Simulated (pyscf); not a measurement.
`[CH3]` [doublet] + `[SiH3][Cl]` → `[CH4]` + `[SiH2][Cl]` [doublet], a hydrogen abstraction (doublet surface; H–Si broken, C–H formed). PySCF, gas phase, ωB97X-D3(BJ)/def2-SVP geometries. MP2 and CC: frozen core, UHF for open shells. ΔMP2 is the change of the MP2 total energy from the triple- to the quadruple-zeta basis. Energies in kcal/mol from the separated reactants.

GFN2-xTB: tblite. Open shells are spin-unrestricted. 

Q: In single points GFN2-xTB puts the saddle at -0.2 kcal/mol and the reaction energy at -19.2 kcal/mol. Should these be trusted to within a few kcal/mol? Compare with CCSD(T)/def2-TZVPP + ΔMP2(QZVPP).

A: CCSD(T)/def2-TZVPP + ΔMP2(QZVPP) gives ΔE‡ = 8.6 kcal/mol and ΔE = -15.5 kcal/mol. GFN2-xTB lies 8.8 kcal/mol under it in the barrier and 3.6 kcal/mol under it in the reaction energy, so on this step it does not hold to within 3.0 kcal/mol. At GFN2-xTB this geometry lies under one side, so its ΔE‡ may be no barrier of that level. CCSD(T)/def2-TZVPP + ΔMP2(QZVPP) has limits of its own. One saddle was located; it need not be the lowest between these sides. The angle at the transferred H is 170°. The CCSD(T) − MP2 part came from Ansatz, without density fitting, on the same reference.
